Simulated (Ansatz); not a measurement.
System: bcc W. Method: RPBE (PAW; Ansatz, an electronic-structure program).

Settings: plane-wave cutoff 520 eV, 28×28×28 k mesh, Fermi–Dirac smearing 0.086 eV (set by the program), no spin polarisation, scalar-relativistic PAW data made under PBE.

Cell (relaxed at this level):

W has the cubic space group Im-3m (No. 229), the bcc (W type) structure, Pearson symbol cI2. Conventional cell: a = b = c = 3.1967 Å, α = β = γ = 90.00°. W on 2a is surrounded by 8 W at 2.768 Å and 6 W at 3.197 Å. (Neighbours: up to the widest gap in distance over summed covalent radii, below 1.35, at either atom.)
(The calculation used a cell of 1 atom; values per cell refer to that cell.)

Task: Estimate the elastic constant C44, Voigt–Reuss–Hill shear modulus (Hill average), Voigt–Reuss–Hill bulk modulus, elastic constant C12 and elastic constant C11 that the calculation returns.

Result: 
* **elastic constant C44**: 136 GPa
* **Voigt–Reuss–Hill shear modulus (Hill average)**: 143 GPa
* **Voigt–Reuss–Hill bulk modulus**: 293 GPa
* **elastic constant C12**: 190 GPa
* **elastic constant C11**: 499 GPa

Measured, for comparison: elastic constant C44 163 GPa, elastic constant C12 205 GPa, elastic constant C11 533 GPa (0 K, extrapolated to 0 K; zero-point effects included; as tabulated in Wang et al. (2022), arXiv:2209.12322). Computed (rounded) less measured: elastic constant C44 -17 %, elastic constant C12 -7 %, elastic constant C11 -6 %.

Note: shear constants of such metals converge slowly with the k mesh.

Elastic constants are with the ions relaxed.

Spin–orbit coupling is not included.

Computed values are for the static lattice.

It cost very roughly 6 core-minutes of CPU time.
